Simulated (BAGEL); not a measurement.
# Si3H6 (cyclo-(SiH2)3) at B3LYP/cc-pVDZ (density fitting with qzvpp-jkfit)

What is the energy change on altering one bond length of Si3H6 (cyclo-(SiH2)3) at B3LYP/cc-pVDZ (density fitting with qzvpp-jkfit)? 

Program for the calculation: BAGEL 1.2.2.

### Step 1. The structure to begin with

The species is Si3H6 (9 atoms), meant as a singlet with charge 0. The coordinates come from a GFN2-xTB relaxation.

Bond lengths: Si1–Si4 2.342 Å, Si1–Si7 2.341 Å, Si4–Si7 2.341 Å, Si1–H2 1.466 Å, Si1–H3 1.466 Å, Si4–H5 1.466 Å, Si4–H6 1.466 Å, Si7–H8 1.466 Å, Si7–H9 1.466 Å. Some angles: Si1–Si4–Si7 60.0°, Si4–Si1–Si7 60.0°, Si1–Si7–Si4 60.0°, Si1–Si4–H5 121.5°, Si1–Si4–H6 121.7°, H5–Si4–Si7 121.6°, H6–Si4–Si7 121.7°, H2–Si1–Si4 121.7°, H2–Si1–Si7 121.4°, H3–Si1–Si4 121.7°.

### Step 2. A single-point energy at B3LYP/cc-pVDZ (density fitting with qzvpp-jkfit)

Contents of input.json:

```json
{ "bagel" : [

{
  "title" : "molecule",
  "basis" : "cc-pvdz.json",
  "df_basis" : "qzvpp-jkfit",
  "angstrom" : true,
  "geometry" : [
    { "atom" : "Si", "xyz" : [   -1.134740,    0.093590,    0.729030 ] },
    { "atom" : "H", "xyz" : [   -2.144300,   -0.949710,    0.933370 ] },
    { "atom" : "H", "xyz" : [   -1.610690,    1.252820,    1.488970 ] },
    { "atom" : "Si", "xyz" : [   -0.009500,    0.334880,   -1.310440 ] },
    { "atom" : "H", "xyz" : [    0.251600,    1.656030,   -1.889910 ] },
    { "atom" : "H", "xyz" : [   -0.284950,   -0.545230,   -2.450430 ] },
    { "atom" : "Si", "xyz" : [    1.143480,   -0.425770,    0.580200 ] },
    { "atom" : "H", "xyz" : [    2.167140,    0.391340,    1.238270 ] },
    { "atom" : "H", "xyz" : [    1.621950,   -1.807950,    0.680950 ] }
  ]
},
{
  "title" : "ks",
  "xc_func" : "b3lyp"
},
{
  "title" : "print",
  "file" : "orbitals.molden",
  "orbitals" : true
}

]}
```

The basis set cc-pVDZ is read from a file made from the Basis Set Exchange's data (not shown).

Launch:

```sh
$ BAGEL_NUM_THREADS=1 BAGEL input.json > input.out
```

The program printed:

```text
* using 1 threads per process

  ===============================================================
  ===============================================================

  *** Geometry ***

  { "atom" : "Si", "xyz" : [     -2.144348,      0.176859,      1.377667 ] },
  { "atom" : "H", "xyz" : [     -4.052140,     -1.794692,      1.763814 ] },
  { "atom" : "H", "xyz" : [     -3.043763,      2.367487,      2.813746 ] },
  { "atom" : "Si", "xyz" : [     -0.017952,      0.632831,     -2.476373 ] },
  { "atom" : "H", "xyz" : [      0.475455,      3.129443,     -3.571412 ] },
  { "atom" : "H", "xyz" : [     -0.538477,     -1.030335,     -4.630642 ] },
  { "atom" : "Si", "xyz" : [      2.160864,     -0.804589,      1.096419 ] },
  { "atom" : "H", "xyz" : [      4.095301,      0.739525,      2.339991 ] },
  { "atom" : "H", "xyz" : [      3.065041,     -3.416530,      1.286809 ] },

  Number of auxiliary basis functions:      492

  Since a DF basis is specified, we compute 2- and 3-index integrals:
    o Being stored without compression. Storage requirement is 0.028 GB

  Number of basis functions:       84
  Number of electrons      :       48

    * METHOD: MOLECULE                             0.70

  *** Kohn-Sham DFT ***

    * Removing 15368 points whose weight is below 1.00e-10
    * Grid points: 118786

  === Nuclear Repulsion ===
   191.9339213862

       - DIIS with orbital gradients will be used.

  === KS iteration (b3lyp / cc-pvdz.json) ===
      0       -853.36559554          0.08806367           0.87
      1       -863.51064227          0.07169580           0.94
      2       -861.18375194          0.09022517           0.83
      3       -871.88270936          0.01453254           0.88
      4       -872.04455881          0.00939627           0.91
      5       -872.06116355          0.00664931           0.90
      6       -872.08333193          0.00063143           0.97
      7       -872.08364596          0.00011770           0.87
      8       -872.08365281          0.00007260           0.97
      9       -872.08365698          0.00000434           0.92
     10       -872.08365699          0.00000165           0.87
     11       -872.08365699          0.00000071           0.93
     12       -872.08365699          0.00000018           0.92
     13       -872.08365699          0.00000005           0.90
     14       -872.08365699          0.00000002           0.97
     15       -872.08365699          0.00000001           0.84
    * SCF iteration converged.

    * Permanent dipole moment:
           (    0.000668,    -0.001876,     0.000881) a.u.

    * METHOD: KS                                  16.65

    * METHOD: PRINT                                0.02

  ===============================================================
```

It took 18 s on 1 thread of Intel Xeon at 2.50GHz (Skylake/Cascade Lake), shared host; peak memory 0.48 GiB.

### Step 3. The distorted shape, same level

Contents of calc.json:

```json
{ "bagel" : [

{
  "title" : "molecule",
  "basis" : "cc-pvdz.json",
  "df_basis" : "qzvpp-jkfit",
  "angstrom" : "true",
  "geometry" : [
    { "atom" : "Si", "xyz" : [      -0.997006,       0.533673,       1.299061 ] },
    { "atom" : "H", "xyz" : [      -2.006566,      -0.509627,       1.503401 ] },
    { "atom" : "H", "xyz" : [      -1.472956,       1.692903,       2.059001 ] },
    { "atom" : "Si", "xyz" : [       0.128234,       0.774963,      -0.740409 ] },
    { "atom" : "H", "xyz" : [       0.389334,       2.096113,      -1.319879 ] },
    { "atom" : "H", "xyz" : [      -0.284950,      -0.545230,      -2.450430 ] },
    { "atom" : "Si", "xyz" : [       1.281214,       0.014313,       1.150231 ] },
    { "atom" : "H", "xyz" : [       2.304874,       0.831423,       1.808301 ] },
    { "atom" : "H", "xyz" : [       1.759684,      -1.367867,       1.250981 ] }
  ]
},

{
  "title" : "ks",
  "xc_func" : "b3lyp"
},

{
  "title" : "print",
  "file" : "orbitals.molden",
  "orbitals" : "true"
}

]}
```

The basis set cc-pVDZ is read from a file made from the Basis Set Exchange's data (not shown).

Launch:

```sh
$ BAGEL_NUM_THREADS=1 BAGEL calc.json > calc.out
```

The program printed:

```text
* using 1 threads per process

  ===============================================================
  ===============================================================

  *** Geometry ***

  { "atom" : "Si", "xyz" : [     -1.884068,      1.008496,      2.454870 ] },
  { "atom" : "H", "xyz" : [     -3.791860,     -0.963055,      2.841016 ] },
  { "atom" : "H", "xyz" : [     -2.783483,      3.199123,      3.890948 ] },
  { "atom" : "Si", "xyz" : [      0.242327,      1.464468,     -1.399170 ] },
  { "atom" : "H", "xyz" : [      0.735735,      3.961079,     -2.494210 ] },
  { "atom" : "H", "xyz" : [     -0.538477,     -1.030335,     -4.630642 ] },
  { "atom" : "Si", "xyz" : [      2.421144,      0.027048,      2.173622 ] },
  { "atom" : "H", "xyz" : [      4.355581,      1.571162,      3.417194 ] },
  { "atom" : "H", "xyz" : [      3.325321,     -2.584894,      2.364011 ] },

  Number of auxiliary basis functions:      492

  Since a DF basis is specified, we compute 2- and 3-index integrals:
    o Being stored without compression. Storage requirement is 0.028 GB

  Number of basis functions:       84
  Number of electrons      :       48

    * METHOD: MOLECULE                             0.82

  *** Kohn-Sham DFT ***

    * Removing 14896 points whose weight is below 1.00e-10
    * Grid points: 119258

  === Nuclear Repulsion ===
   189.4621471888

       - DIIS with orbital gradients will be used.

  === KS iteration (b3lyp / cc-pvdz.json) ===
      0       -853.45252738          0.08574655           0.88
      1       -863.34800290          0.06946676           0.96
      2       -860.92198805          0.08772125           0.98
      3       -871.63021676          0.01815165           1.07
      4       -871.94098270          0.01041689           0.99
      5       -871.96020100          0.00988605           1.08
      6       -871.98779862          0.00728900           1.03
      7       -872.01920443          0.00147944           0.98
      8       -872.02018775          0.00041274           0.96
      9       -872.02029612          0.00005775           1.07
     10       -872.02029862          0.00003187           1.16
     11       -872.02029947          0.00000631           1.55
     12       -872.02029950          0.00000062           1.05
     13       -872.02029950          0.00000026           1.00
     14       -872.02029950          0.00000013           0.86
     15       -872.02029950          0.00000003           0.93
     16       -872.02029950          0.00000001           1.07
     17       -872.02029950          0.00000000           0.86
    * SCF iteration converged.

    * Permanent dipole moment:
           (   -0.076987,    -0.210617,    -0.457900) a.u.

    * METHOD: KS                                  20.62

    * METHOD: PRINT                                0.02

  ===============================================================
```

It took 22 s on 1 thread of Intel Xeon at 2.50GHz (Skylake/Cascade Lake), shared host; peak memory 0.48 GiB.

### Step 4. Outcome

Level: B3LYP/cc-pVDZ (density fitting with qzvpp-jkfit).

| quantity | value |
| --- | --- |
| first shape: total energy | -872.08366 Eh |
| first shape: dipole moment | 0.01 D |
| first shape: HOMO energy | -6.80 eV |
| first shape: LUMO energy | -1.22 eV |
| first shape: HOMO–LUMO gap | 5.58 eV |
| distorted shape: total energy | -872.02030 Eh |
| distorted shape: dipole moment | 1.30 D |
| distorted shape: HOMO energy | -6.87 eV |
| distorted shape: LUMO energy | -2.35 eV |
| distorted shape: HOMO–LUMO gap | 4.52 eV |
| energy change with the Si4–H6 bond stretched from 1.466 to 2.200 Å | 1.724 eV |

In words: With the Si4–H6 bond stretched from 1.466 to 2.200 Å the energy rises by 1.72 eV (40 kcal/mol). The first shape isn't relaxed at this level, so the change isn't measured from a minimum.
